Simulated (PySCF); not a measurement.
## Solvent effects on NMR parameters

Geometry (Å), atoms numbered from 1 in this order:
```xyz
15

N     2.299   -0.727    0.155
C     1.095   -0.342    0.069
C     0.502    1.022    0.390
C    -0.915    0.973   -0.179
C    -1.308   -0.499   -0.023
C    -0.029   -1.249   -0.390
H     2.896    0.046    0.469
H     0.471    1.127    1.489
H     1.125    1.844    0.006
H    -1.610    1.666    0.319
H    -0.899    1.240   -1.249
H    -1.573   -0.701    1.029
H    -2.176   -0.784   -0.636
H     0.055   -1.360   -1.486
H     0.067   -2.256    0.039
```

GIAO PBE0/pcSseg-1 in PySCF 2.14 on one PBE0-D3(BJ)/def2-SVP conformer, non-relativistic, equivalent nuclei averaged. Solvents enter as an IEF-PCM continuum (chloroform with ε = 4.7) around the gas-phase geometry. Shifts are referred to TMS computed in the same medium.

Gas phase, δ in ppm: C2 193.5, C3 39.3, C6 37.7, C5 28.3, C4 28.0, H7 9.55, H14/H15 2.26, H8/H9 1.94, H12/H13 1.64, H10/H11 1.60. Dipole moment 2.47 D.

(1) How does each δ change in the continuum?

(2) Which of the listed nuclei move most (in ppm), and what does the model miss? (N and O are left out, as their reference compounds move with the solvent too.)

Answers

(1) 
```tsv
atoms	environment	Δδ, chloroform
C2	C=N carbon	+6.4
C3	sp3 CH2 in a ring	+0.8
C6	sp3 CH2 in a ring	+1.0
C5	sp3 CH2 in a ring	+0.3
C4	sp3 CH2 in a ring	+0.4
H7	hydrogen on an imine nitrogen	-0.22
H14/H15	hydrogen on an sp3 CH2 in a ring	0.00
H8/H9	hydrogen on an sp3 CH2 in a ring	+0.16
H12/H13	hydrogen on an sp3 CH2 in a ring	+0.06
H10/H11	hydrogen on an sp3 CH2 in a ring	+0.07
```

Changes are relative to the gas phase. The dipole moment becomes 3.04 D in chloroform.

(2) C2 (C=N carbon, +6.4 ppm) in chloroform. A continuum only polarises the solute; specific hydrogen bonds, the anisotropy of aromatic solvents and changes of geometry or conformer are outside it.
